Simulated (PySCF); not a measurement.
The vertical singlet excitations below were computed for one of the candidates. Theory: TDDFT CAM-B3LYP/def2-SVPD, vertical, gas phase, core orbitals frozen in the response (PySCF). Geometries: PBE0-D3(BJ)/def2-SVP, one conformer each.

| state | E (eV) | f | main configurations (H = HOMO, L = LUMO) |
| --- | --- | --- | --- |
| S1 | 6.77 | 0.0002 | H→L (86%) |
| S2 | 6.91 | 0.0081 | H-1→L (86%) |
| S3 | 7.30 | 0.0010 | H-2→L (57%), H-3→L (17%) |
| S4 | 7.73 | 0.029 | H-3→L (34%), H-2→L (15%), H-2→L+2 (9%) |
| S5 | 7.88 | 0.0012 | H-3→L+2 (18%), H-1→L+1 (14%), H-1→L+2 (12%) |
| S6 | 8.35 | 0.031 | H→L+1 (84%) |
| S7 | 8.48 | 0.019 | H-1→L+1 (66%) |
| S8 | 8.76 | 0.0025 | H-4→L (79%) |
| S9 | 9.02 | 0.028 | H-1→L+2 (23%), H-3→L+1 (22%), H→L+2 (20%) |
| S10 | 9.09 | 0.012 | H→L+2 (46%), H-1→L+2 (20%) |

Triplets computed (Tamm–Dancoff): 5.93, 6.12, 6.34, 6.63 eV.

Task: Which structure fits? All have the formula C3H4ClN.
A. `[H]/N=C\C(=C)Cl`
B. `N#CCCCl`
C. `C[C@@H](Cl)C#N`

Result: C. Its S1 lies at 6.77 eV; the nearest of the others has S1 at 7.35 eV. S1 is HOMO→LUMO (86%). Löwdin shares by element: HOMO chlorine 71%, carbon 16% or more, nitrogen 4%; LUMO chlorine 42%, carbon 34% or more, nitrogen 16%. At the same level the other candidates give, for their lowest levels:
- `N#CCCCl`: 7.35 eV (f 0.000); 7.45 eV (f 0.004); 7.53 eV (f 0.000); 7.97 eV (f 0.006); 8.02 eV (f 0.001); T1 6.25 eV; HOMO -10.51, LUMO 0.59 eV
- `[H]/N=C\C(=C)Cl`: 4.84 eV (f 0.004); 5.92 eV (f 0.334); 6.72 eV (f 0.000); 6.83 eV (f 0.000); 7.26 eV (f 0.171); T1 3.42 eV; HOMO -9.22, LUMO -0.72 eV
